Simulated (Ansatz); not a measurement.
Mulliken charges of CH2S2 (`C1SS1`) from ωB97M-V/def2-TZVPP in Ansatz (PBE0-D4/def2-TZVP geometry).

```csv
atom,x (Å),y (Å),z (Å),charge (e)
C1,-0.047,0.224,-0.261,-0.238
S2,0.263,-0.003,1.482,-0.031
S3,0.113,-1.520,0.085,-0.031
H4,-1.045,0.560,-0.519,0.150
H5,0.766,0.665,-0.828,0.150
```

**Question.** By hand: the dipole of these point charges (1 e Å = 4.8032 D).

**Answer.** Σ q r = (-0.042, 0.178, -0.189) e Å, of length 0.263 e Å = 1.26 D.

**Question.** How does the dipole of the full density compare? (Estimate.)

**Answer.** Ansatz gave: (-0.053, 0.220, -0.233) e Å, 1.56 D; the point charges give 0.81 times that, at 0° from its direction.

Point charges leave out the atoms' own dipoles, such as those of lone pairs, and Mulliken's split depends on the basis, so the two needn't agree.
